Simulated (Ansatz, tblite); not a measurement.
# The cluster ZnO₂−: one state, many levels

How do method and basis change the picture of the cluster ZnO₂− (doublet)?

Program: Ansatz 0.2.0, Gaussian basis. Level of theory: as each input shows. These are calculated values, not measurements.

Levels to be run: GFN1-xTB, GFN2-xTB, PBE-D4/def2-TZVPD, r2SCAN-D4/def2-TZVPD, r2SCAN0-D4/def2-TZVPD, LDA/def2-TZVPD, revPBE-D4/def2-TZVPD, BLYP-D4/def2-TZVPD, HF/def2-TZVPD, PBE-D4/def2-SVPD, PBE0-D4/def2-SVPD, HF/STO-3G, HF/6-31G, B3LYP-D4/6-31G, CCSD(T)/def2-TZVPPD, MP2/def2-TZVPD, RPA/def2-TZVPD.

**1. The structure**

The doublet was relaxed beforehand with PBE0-D4/def2-TZVPD. At that level it is the lowest of the isomers that a small search found.

3 atoms, charge -1, spin multiplicity 2.

Bond lengths: Zn1–O2 1.740 Å, Zn1–O3 1.740 Å. Angles: O2–Zn1–O3 180.0°.

The ion is computed in the gas phase, without counter-ions or solvent.

PBE0-D4/def2-TZVPD was run before; its log isn't repeated, and its numbers join the tables.

**2. GFN1-xTB**

Tight binding, by tblite at 300 K electronic temperature and without a spin-polarisation term:

```python
tblite.interface.Calculator('GFN1-xTB', numbers, positions, charge=-1, uhf=1).singlepoint()
```

Energy -278.8121 eV; 0.001 s.

**3. GFN2-xTB**

Tight binding, by tblite at 300 K electronic temperature and without a spin-polarisation term:

```python
tblite.interface.Calculator('GFN2-xTB', numbers, positions, charge=-1, uhf=1).singlepoint()
```

Energy -238.2380 eV; 0.001 s.

**4. PBE-D4/def2-TZVPD**

start.molden holds the orbitals of an earlier run on this state, given as this run's starting guess.

File in.yaml:

```yaml
crystal:
  periodic: [false, false, false]
  atoms:
    - {symbol: Zn, position_ang: [-0.000089, -0.000023, -0.000038]}
    - {symbol: O, position_ang: [-0.017351, 1.371890, -1.069506]}
    - {symbol: O, position_ang: [0.017440, -1.371866, 1.069544]}
basis:
  gaussian: {orbitals: def2-TZVPD, initial_orbitals: start.molden}
total_charge: -1
magnetization: {spin_polarized: true, initial_magnetization: 1}
hamiltonian: {xc: pbe, dispersion: d4}
scf: {omitted_lower_state_checks: [starts]}
output: {orbitals: {seedname: orbitals}}
```

Command:

```console
$ ansatz run in.yaml --threads 4 --pin off --events-out ev --progress --plain --max-ram 3916MiB
```

After this run come: r2SCAN-D4/def2-TZVPD; r2SCAN0-D4/def2-TZVPD; LDA/def2-TZVPD; revPBE-D4/def2-TZVPD; BLYP-D4/def2-TZVPD; HF/def2-TZVPD; PBE-D4/def2-SVPD; PBE0-D4/def2-SVPD; HF/STO-3G; HF/6-31G; B3LYP-D4/6-31G; CCSD(T)/def2-TZVPPD; MP2/def2-TZVPD; RPA/def2-TZVPD.

Q: Predict the results of all the runs planned. Wanted: gap in def2-TZVPD, named functionals and Hartree-Fock, smallest and largest; correlation energy, CCSD(T)/def2-TZVPPD; correlation energy, MP2/def2-TZVPD; ⟨S²⟩ in def2-TZVPD, named functionals and Hartree-Fock, smallest and largest; PBE0 total energy, smallest basis above largest.

**Answer**, as computed:

| quantity | value |
| --- | --- |
| gap in def2-TZVPD, named functionals and Hartree-Fock, smallest and largest | 0.25 eV (PBE-D4), 4.42 eV (HF) |
| correlation energy, CCSD(T)/def2-TZVPPD | -26.61 eV |
| correlation energy, MP2/def2-TZVPD | -23.31 eV |
| ⟨S²⟩ in def2-TZVPD, named functionals and Hartree-Fock, smallest and largest | 0.764, 1.355 |
| PBE0 total energy, smallest basis above largest | 11.43 eV (def2-SVPD, def2-TZVPD) |

What this shows: Orbital gaps of the named functionals and Hartree-Fock in def2-TZVPD span 0.25 eV (PBE-D4) to 4.42 eV (HF); exact exchange widens it. LDA leaves an empty level below a filled one, so this occupation isn't an aufbau state there; left out of the range. Over the named functionals and Hartree-Fock in def2-TZVPD spin contamination reaches 0.61 (HF), so some levels may describe another state. PBE-D4, revPBE-D4, BLYP-D4 put the HOMO above zero; others here keep it below zero, so the sign hangs on the functional's self-interaction and doesn't show that the species is unbound. Notes on CCSD(T)/def2-TZVPPD: large T1 diagnostic, spin contamination.
